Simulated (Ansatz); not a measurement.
**AlSiH₂ (doublet): from Hartree-Fock to the top rungs, def2-QZVPP**

The task here is to estimate one member of a computed series from the others.

The runs use Ansatz 0.2.0, Gaussian basis; def2-QZVPP, core rule «outside noble gas», up to 10 orbitals frozen.

Plan: UHF; ROHF; CCSD(T) on UHF.

2 further runs of the same task are left out: 2 set aside as unsound or not needed.

### What is computed

The geometry is a PBE0/def2-TZVP stationary point (not a proven minimum).

4 atoms, charge 0, spin multiplicity 2.

Atoms are counted from 1 here; the program's logs count them from 0.

Bond lengths: Si1–Al2 2.509 Å, Si1–H3 1.501 Å, Si1–H4 1.501 Å. Angles: Al2–Si1–H3 121.8°, Al2–Si1–H4 121.8°, H3–Si1–H4 104.9°.

The first run:

Contents of in.yaml:

```yaml
crystal:
  periodic: [false, false, false]
  atoms:
    - {symbol: Si, position_ang: [-0.056321, 0.000000, 1.156776]}
    - {symbol: Al, position_ang: [0.030473, 0.000000, -1.350744]}
    - {symbol: H, position_ang: [0.376805, -1.189387, 1.962674]}
    - {symbol: H, position_ang: [0.376805, 1.189387, 1.962674]}
basis:
  gaussian: {orbitals: "def2-QZVPP.json"}
magnetization: {spin_polarized: true, initial_magnetization: 1}
hamiltonian: {xc: hf}
output: {orbitals: {seedname: orbitals}}
```

Run with:

```sh
$ ansatz run in.yaml --threads 1 --pin off --events-out ev --progress --plain --max-ram 2393MiB
```

Among the steps run: UHF; ROHF; CCSD(T) on UHF.

One table of the session follows, with a row left open; its other results are not shown here.

| method | from UCCSD(T) (meV) |
| --- | --- |
| ROHF | ? |
| UHF | +5755.4 |
| UMP2 | +1298.8 |
| UCCSD | +231.7 |
| UCCSD(T) | 0 |

Q: Estimate the row for ROHF from the others.

**Answer.** from UCCSD(T) (meV): +5975.6. In the column «from UCCSD(T) (meV)» it is the highest.
